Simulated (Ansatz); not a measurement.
Born–Oppenheimer molecular dynamics of F2 + Li (3 atoms, charge 1, multiplicity 1). It goes on from the last frame of an earlier run, with new velocities.

The calculation used RKS revPBE-D4/def2-mTZVP in Ansatz 0.2.0.

* ensemble: NVT, Nosé–Hoover chain
* time step: 1 fs
* steps asked: 150
* set temperature: 500 K
* thermostat: time constant 50 fs, chain length 3
* temperature schedule: 37 steps to 500 K, then 113 steps to 10 K
* seed: 905221

First frame:

```xyz
3
Properties=species:S:1:pos:R:3
Li 1.077 -1.024 -1.598
F -0.727 0.691 0.942
F 0.284 -0.270 0.669
```

(1) How far do the bonds stretch over the last three quarters of this one trajectory? (Pairs bonded in most of those frames.)

## Answers

(1) 
```json
{"bond": "Li1–F3", "mean (Å)": "2.175", "spread (Å)": "0.085", "shortest": "2.09", "longest": "2.39"}
```

Mean temperature of the second half: 231 K. The conserved energy stayed within 0.22 meV per atom of its start (net change 0.028 meV per atom), so the integration is sound. The schedule's set-point averaged 173 K over the second half and the system 231 K, so it lags behind the ramp. A run of 0.15 ps of so small a system gives no equilibrium averages. Limits of this set-up: the dipole of an ion depends on the origin.

Run time: 2.5 min on 1 CPU thread of a shared host.
